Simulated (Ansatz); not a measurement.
# C6H12: up Jacob's ladder to CCSD(T)

How much do the methods differ for C6H12? The plan is to run it at one geometry with functionals of several rungs and with coupled cluster, and see how far each lands from CCSD(T) at the basis-set limit for the atomisation energy.

Computed with Ansatz 0.2.0, Gaussian basis. Level: functionals in def2-TZVPP, the program's frozen cores in correlated methods.

The runs, in order: PBE-D4, r2SCAN-D4, PBE0-D4, B3LYP-D4, ωB97X-V, ωB97M-V, B2PLYP; CCSD(T)/def2-TZVPP; MP2/def2-QZVPP; extrapolation to the limit.

## Step 1: Structure used throughout

All runs share one geometry, relaxed beforehand with PBE0-D4 in a triple-zeta def2 set.

SMILES `C1CCCCC1`, 18 atoms, charge 0, spin multiplicity 1.

Atoms are counted from 1 here; the program's logs count them from 0.

Bond lengths: C1–C2 1.521 Å, C1–C6 1.534 Å, C1–H7 1.096 Å, C1–H8 1.093 Å, C2–C3 1.534 Å, C2–H9 1.096 Å, C2–H10 1.093 Å, C3–C4 1.534 Å, C3–H11 1.094 Å, C3–H12 1.094 Å, C4–C5 1.521 Å, C4–H13 1.096 Å, C4–H14 1.093 Å, C5–C6 1.534 Å, C5–H15 1.093 Å, C5–H16 1.096 Å, C6–H17 1.094 Å, C6–H18 1.094 Å. Angles: C2–C1–C6 110.7°, C2–C1–H7 108.8°, C2–C1–H8 111.0°, C6–C1–H7 110.0°, C6–C1–H8 110.2°, H7–C1–H8 106.1°, C1–C2–C3 110.7°, C1–C2–H9 108.8°, C1–C2–H10 111.0°, C3–C2–H9 110.0°, C3–C2–H10 110.2°, H9–C2–H10 106.1°, C2–C3–C4 112.0°, C2–C3–H11 109.4°, C2–C3–H12 109.8°, C4–C3–H11 109.8°, C4–C3–H12 109.4°, H11–C3–H12 106.2° and more.

## Step 2: PBE-D4 (GGA)

in.yaml

```yaml
crystal:
  periodic: [false, false, false]
  atoms:
    - {symbol: C, position_ang: [-0.613012, 0.630013, 1.128218]}
    - {symbol: C, position_ang: [0.869229, 0.290215, 1.098730]}
    - {symbol: C, position_ang: [1.118001, -0.980880, 0.276488]}
    - {symbol: C, position_ang: [0.097221, -1.140696, -0.857345]}
    - {symbol: C, position_ang: [-0.355535, 0.218377, -1.368570]}
    - {symbol: C, position_ang: [-1.116185, 0.982730, -0.277282]}
    - {symbol: H, position_ang: [-1.165178, -0.232761, 1.517712]}
    - {symbol: H, position_ang: [-0.812319, 1.453986, 1.818468]}
    - {symbol: H, position_ang: [1.415430, 1.132724, 0.659622]}
    - {symbol: H, position_ang: [1.263306, 0.168312, 2.111119]}
    - {symbol: H, position_ang: [2.130648, -0.954089, -0.137575]}
    - {symbol: H, position_ang: [1.077585, -1.858519, 0.928953]}
    - {symbol: H, position_ang: [-0.778738, -1.691998, -0.497181]}
    - {symbol: H, position_ang: [0.521936, -1.741558, -1.665853]}
    - {symbol: H, position_ang: [-0.978887, 0.113398, -2.260477]}
    - {symbol: H, position_ang: [0.526331, 0.789627, -1.679936]}
    - {symbol: H, position_ang: [-1.013987, 2.058821, -0.448190]}
    - {symbol: H, position_ang: [-2.185835, 0.762309, -0.346904]}
basis:
  gaussian: {orbitals: def2-TZVPP}
hamiltonian: {xc: pbe, dispersion: d4}
output: {forces: true, orbitals: {seedname: orbitals}}
```

The run is started by

```bash
$ ansatz run in.yaml --threads 2 --pin off --events-out ev --progress --plain --max-ram 32768MiB --backend cuda --devices 0, --max-vram 18GiB
```

The runs that follow: r2SCAN-D4 (meta-GGA); PBE0-D4 (hybrid); B3LYP-D4 (hybrid); ωB97X-V (range-separated); ωB97M-V (range-separated); B2PLYP (double hybrid); CCSD(T) in def2-TZVPP; MP2 in def2-QZVPP.

**Question.** What will the summary of the whole plan be? Wanted: atomisation energy, CCSD(T)/CBS; farthest; mean size of error, hybrid; mean size of error, range-separated; gap, smallest and largest; T1 diagnostic; triples share of the correlation energy.

The runs gave:

| quantity | value |
| --- | --- |
| atomisation energy, CCSD(T)/CBS | 7354.2 kJ/mol |
| functionals within 36.8 kJ/mol (0.5 %) | r2SCAN-D4, B3LYP-D4, ωB97X-V, ωB97M-V |
| farthest | PBE-D4 (+142.3 kJ/mol) |
| mean size of error, hybrid | 37.9 kJ/mol |
| mean size of error, range-separated | 21.2 kJ/mol |
| gap, smallest and largest | 7.20 eV (PBE-D4), 13.63 eV (ωB97X-V) |
| T1 diagnostic | 0.0086 |
| triples share of the correlation energy | 3.9 % |

What this shows: PBE-D4 misses by +142.3 kJ/mol. Double hybrids carry the basis error of their MP2 part in triple zeta, and no dispersion term here, so their miss is partly the set-up's. Misses under about 36.8 kJ/mol are within the doubt on the reference itself, which lacks core-valence correlation, relativity and higher excitations. Hartree-Fock recovers 76 % of the binding; the rest is correlation. The gap grows from 7.2 to 13.6 eV across the functionals, mostly with the share of exact exchange.
